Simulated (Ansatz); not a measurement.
in.yaml

```yaml
crystal:
  periodic: [false, false, false]
  atoms:
    - {symbol: N, position_ang: [0.000000, 0.000000, 0.000000]}
    - {symbol: H, position_ang: [0.000000, 0.000000, 2.772000]}
basis:
  gaussian: {orbitals: aug-cc-pVDZ}
correlation: {method: fic_mrcisd_q, electrons: outside_noble_gas, active_space: {window: {electrons: 2, orbitals: 4}}}
```

```sh
$ ansatz run in.yaml --threads 1 --pin off --events-out ev --progress --plain --max-ram 2393MiB
```

Output:

```
313 factors; integrals over basis functions are off by at most 7.2e-4 eV
mean field evaluation 1: about -1484.7111 eV, gradient 9.5e0 eV
mean field evaluation 2: about -1484.7111 eV, gradient 9.5e0 eV
mean field evaluation 4: about -1485.5225 eV, gradient 3.7e0 eV
mean field evaluation 8: about -1485.6089 eV, gradient 3.3e-4 eV
mean field evaluation 16: about -1485.6089 eV, gradient 2.3e-4 eV
mean field evaluation 32: about -1482.9988 eV, gradient 7.3e0 eV
mean field -1485.60889385 eV, -54.5951198671 hartree, gradient 1.6e-6 eV, S^2 0.000000; 4 other end points of the search recorded, 0 dependent functions left out; unrestricted orbitals would lower it
reference -1485.60889385 eV, -54.5951198671 hartree; 4, 4 occupied and 28, 28 virtual orbitals, 313 factors
state -1489.95255704 eV, -54.7547465449 hartree
contracted CI cycle   1: correlation 0.00000000 eV, 0.0000000000 hartree, residual 1.53e1 eV
contracted CI cycle   2: correlation -2.96625586 eV, -0.1090078923 hartree, residual 2.54e0 eV
contracted CI cycle   3: correlation -3.10386783 eV, -0.1140650388 hartree, residual 1.06e0 eV
contracted CI cycle   4: correlation -3.13829793 eV, -0.1153303217 hartree, residual 7.59e-1 eV
contracted CI cycle   5: correlation -3.17575190 eV, -0.1167067297 hartree, residual 1.11e0 eV
contracted CI cycle   6: correlation -3.21617066 eV, -0.1181920918 hartree, residual 7.44e-1 eV
contracted CI cycle   7: correlation -3.22560351 eV, -0.1185387426 hartree, residual 2.40e-1 eV
contracted CI cycle   8: correlation -3.22649835 eV, -0.1185716273 hartree, residual 7.71e-2 eV
contracted CI cycle   9: correlation -3.22661180 eV, -0.1185757965 hartree, residual 3.17e-2 eV
contracted CI cycle  10: correlation -3.22663626 eV, -0.1185766954 hartree, residual 1.70e-2 eV
contracted CI cycle  11: correlation -3.22664215 eV, -0.1185769120 hartree, residual 6.90e-3 eV
contracted CI cycle  12: correlation -3.22664301 eV, -0.1185769436 hartree, residual 2.43e-3 eV
contracted CI cycle  13: correlation -3.22664314 eV, -0.1185769482 hartree, residual 1.12e-3 eV
contracted CI cycle  14: correlation -3.22664317 eV, -0.1185769495 hartree, residual 8.47e-4 eV
contracted CI cycle  15: correlation -3.22664320 eV, -0.1185769504 hartree, residual 6.92e-4 eV
contracted CI cycle  16: correlation -3.22664321 eV, -0.1185769509 hartree, residual 5.02e-4 eV
contracted CI cycle  17: correlation -3.22664322 eV, -0.1185769512 hartree, residual 2.88e-4 eV
contracted CI cycle  18: correlation -3.22664322 eV, -0.1185769512 hartree, residual 1.16e-4 eV
contracted CI cycle  19: correlation -3.22664322 eV, -0.1185769513 hartree, residual 4.40e-5 eV
state -1489.95255704 eV, -54.7547465449 hartree; corrected -1493.63147437 eV, -54.8899442634 hartree
Total energy: -1493.63147437 eV, -54.8899442634 hartree
```

Natural occupations: 1.2450 0.7546 0.0003 0.0002.

Ran on 1 thread of Arm Neoverse V1, shared host: 1.1 s wall, 0.13 GiB peak host memory.
